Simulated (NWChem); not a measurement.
Total energies of diphosphorus (P$_{2}$)

```
P
P 1 1.8911
```
Charge 0, spin multiplicity 1.

Program: NWChem. The geometry was optimised at PBE0/def2-SVP, a minimum by its harmonic frequencies.

Basis set: def2-SVP (36 functions).

| method | total energy (Ha) |
|---|---|
| RHF | -681.24544 |
| MP2 | -681.46952 |
| B2PLYP | -682.21930 |
| PBE | -682.16526 |
| B3LYP | -682.51095 |
| LC-wPBE (omega 0.3 per bohr) | -682.18760 |
| CCSD(T) | -681.50154 |

Total energies of different functionals aren't comparable as a measure of quality: only differences taken within one method are. 

The correlated methods keep 10 core orbitals frozen. B3LYP has NWChem's definition, with VWN1-RPA local correlation. Coupled-cluster values serve here as a point of comparison, not as the truth.
